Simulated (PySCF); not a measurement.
**Basis and Hamiltonian dependence of the electron affinity of H**

H⁻ 1s2 (1S) → H 1s1 (2S). All values are computed (PySCF 2.14, energy differences of UHF-based or UKS calculations, no spin-orbit coupling). Values in eV.

```tsv
basis	Hamiltonian	functions	UHF	r2SCAN	PBE0	MP2 (valence)	CCSD(T) (valence)
dyall-av2z	non-relativistic	13	-0.330	0.715	0.616	0.369	0.701
ANO-RCC-VTZP	spin-free X2C	14	-0.338	0.702	0.606	0.400	0.707
def2-TZVPPD	non-relativistic	17	-0.906	0.031	-0.048	-0.213	0.029
x2c-TZVPPall with one added diffuse shell each of s, p type	spin-free X2C	18	-0.341	0.685	0.590	0.390	0.692
aug-cc-pVTZ	non-relativistic	23	-0.331	0.711	0.613	0.438	0.728
aug-cc-pVTZ-DK	spin-free X2C	23	-0.332	0.711	0.613	0.438	0.728
dyall-av3z	spin-free X2C	29	-0.329	0.722	0.621	0.446	0.738
dyall-av3z	non-relativistic	29	-0.329	0.722	0.621	0.446	0.738
dyall-acv3z	non-relativistic	29	-0.329	0.722	0.621	0.446	0.738
dyall-acv3z	spin-free X2C	29	-0.329	0.722	0.621	0.446	0.738
def2-QZVPPD	non-relativistic	33	-0.610	0.355	0.268	0.124	0.367
x2c-QZVPPall with one added diffuse shell each of s, p, d type	spin-free X2C	39	-0.337	0.695	0.599	0.443	0.719
aug-cc-pVQZ-DK	spin-free X2C	46	-0.330	0.714	0.616	0.466	0.740
aug-cc-pVQZ with one added diffuse shell each of s, p, d, f type	non-relativistic	62	-0.330	0.737	0.630	0.475	0.749
```

Extrapolation of CCSD(T) (valence) from aug-cc-pVTZ-DK and aug-cc-pVQZ-DK: the correlation parts are 1.059 and 1.070 eV; with the X⁻³ form and unrounded values, (4³ × 1.070 − 3³ × 1.059)/(4³ − 3³) = 1.078 eV, and adding the Hartree-Fock value -0.330 eV of the larger basis gives 0.748 eV.

Frozen in the all-electron rows: valence: nothing.

At CCSD(T) (valence), def2-TZVPPD, def2-QZVPPD lie more than 0.3 eV from the median of the rows with comparable relativity.

In most of these bases the highest occupied level of the anion is positive at r2SCAN, PBE0, so the basis helps to hold the electron.

Reference for a calculation without spin-orbit coupling: 0.754 eV (measured; photodetachment measurements, as compiled on the Wikipedia data page of electron affinities).
